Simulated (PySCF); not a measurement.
**Dipole moment and polarisability of propiolamide**

Species: propiolamide, C3H3NO.
Atom-mapped SMILES: `[CH:1]#[C:2][C:3]([NH2:4])=[O:5]` (hydrogens: H6 on C1; H7, H8 on N4)

Structure used (PBE0-D3(BJ)/def2-SVP), in Å, numbered top down from 1:
```
atom  x, y, z in Å
C1     2.053    0.439    0.017
C2     0.930    0.015    0.175
C3    -0.412   -0.531    0.401
N4    -1.375    0.063   -0.350
O5    -0.622   -1.429    1.187
H6     3.055    0.807   -0.115
H7    -1.162    0.809   -0.996
H8    -2.328   -0.260   -0.247
```

Level: B3LYP/def2-SVPD (PySCF), static field, nuclei fixed, core orbitals frozen in the response. The polarisability tensor in these axes (au):

```
x   63.14  7.68 -0.31
y    7.68 41.37 -8.40
z   -0.31 -8.40 38.26
```

Give the principal values, the mean and the anisotropy Δα = √{½[(α1 − α2)² + (α2 − α3)² + (α1 − α3)²]}.

Principal values 30.55, 46.33 and 65.89 au; mean 47.59 au = 7.05 Å³ = 7.85 × 10⁻⁴⁰ C²·m²/J; Δα = 30.67 au (64 % of the mean).

What is the dipole moment, and where does it point?

(-0.20, 2.89, -2.71) D, 3.96 D in size, pointing from the negative to the positive side. Measured along this direction, the outermost atoms are O5 at the negative end and H7 at the positive end.

In TDDFT the mean static polarisability is Σ f/ω² over all singlet excitations (ω in hartree). How much of it do the 10 lowest give? Their energies (eV) and oscillator strengths: 4.78, 0.0000; 5.74, 0.0000; 6.06, 0.0470; 6.27, 0.0846; 6.87, 0.0000; 7.11, 0.0167; 7.11, 0.0084; 7.28, 0.0820; 7.45, 0.0008; 7.78, 0.0196.

They add up to 4.31 au, 9.1 % of the 47.59 au; the largest single term is 1.59 au, from the state at 6.27 eV. Terms in order: 0.00, 0.00, 0.95, 1.59, 0.00, 0.25, 0.12, 1.15, 0.01, 0.24 au. Higher excitations give the rest. The strengths listed sum to 0.259.

Find the Langevin capture rate constant for NO+ (29.998 u) meeting this molecule (69.021 u), k = 2.342 × 10⁻⁹ cm³/s × √(α in Å³ / reduced mass in u).

The reduced mass is 20.91 u, so k = 1.36 × 10⁻⁹ cm³/s. The formula leaves out the permanent dipole, which adds to the capture rate.

Rayleigh depolarisation ratio (linearly polarised light, static tensor)?

ρ = 3Δα²/(45ᾱ² + 4Δα²) = 2821.2/(101922 + 3761.6) = 0.0267.

Estimate the molar refractivity from the static electronic polarisability.

Lorentz–Lorenz: R = (4π/3)N_A α = 2.5225 cm³/(mol·Å³) × 7.05 Å³ = 17.8 cm³/mol, in the limit of long wavelengths.

Traceless (Buckingham) quadrupole moment about the centre of nuclear charge: eigenvalues?

-7.13, -4.78, 11.90 D·Å. The values depend on the origin, since the dipole doesn't vanish. The electronic extent ⟨r²⟩ about the same centre is 395 bohr², a root-mean-square distance of 1.75 Å for the 36 electrons.

Geometry: PBE0-D3(BJ)/def2-SVP; no solvent, vibrations or thermal averaging.
